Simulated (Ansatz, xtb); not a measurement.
# Two isomers of C2H2F2O

Structure a: `F[C@@H]1O[C@H]1F`, a singlet. Structure b: `FC1(F)CO1`, a singlet. Both are isolated molecules in the gas phase, relaxed with B3LYP-D3(BJ)/def2-SVP.

Question: Estimate E(b) − E(a) at the level CCSD(T)/def2-SVP + ΔMP2/def2-TZVPP.

Answer: Calculated at CCSD(T)/def2-SVP + ΔMP2/def2-TZVPP: E(b) − E(a) = −12.9 kJ/mol, so structure b lies lower.

The same difference at several levels:

```
                             level               geometry  E(b) − E(a) (kJ/mol)  departure from the last row (kJ/mol)  job, with rough time for the two
                          GFN2-xTB               GFN2-xTB                   −11.6                                  +1.3             optimisation, 0.075 s
                         HF/STO-3G               GFN2-xTB                   −20.1                                  −7.2              single point, 0.18 s
                r2SCAN-D4/def2-SVP               GFN2-xTB                   −16.2                                  −3.3               single point, 1.2 s
             B3LYP-D3(BJ)/def2-SVP  B3LYP-D3(BJ)/def2-SVP                   −15.7                                  −2.8                 optimisation, 9 s
                       HF/def2-SVP  B3LYP-D3(BJ)/def2-SVP                   −19.3                                  −6.3           part of the CCSD(T) run
                      MP2/def2-SVP  B3LYP-D3(BJ)/def2-SVP                   −20.4                                  −7.5           part of the CCSD(T) run
                  CCSD(T)/def2-SVP  B3LYP-D3(BJ)/def2-SVP                   −19.4                                  −6.5                      single point
CCSD(T)/def2-SVP + ΔMP2/def2-TZVPP  B3LYP-D3(BJ)/def2-SVP                   −12.9                                                     single point, 7.3 s
```

As drawn, both hold the same kinds of bond in the same numbers.

The levels shown agree on the order. The largest departure from CCSD(T)/def2-SVP + ΔMP2/def2-TZVPP is that of MP2/def2-SVP, 7.5 kJ/mol. The last row adds to CCSD(T) the change of the MP2 difference between the two basis sets, here +6.5 kJ/mol.

With harmonic frequencies from B3LYP-D3(BJ)/def2-SVP (ideal gas, rigid rotor, one conformer each, 298.15 K, 1 atm): the zero-point term adds −1.0 kJ/mol; ΔH is −14.2 and ΔG −15.1 kJ/mol.

The correlated steps freeze 5 core orbitals. Mirror images aren't counted in ΔG. Run with Ansatz 0.2.0, xtb 6.7.1; the last row on 2 threads of Intel(R) Xeon(R) 6975P-C (Granite Rapids) on a shared host.
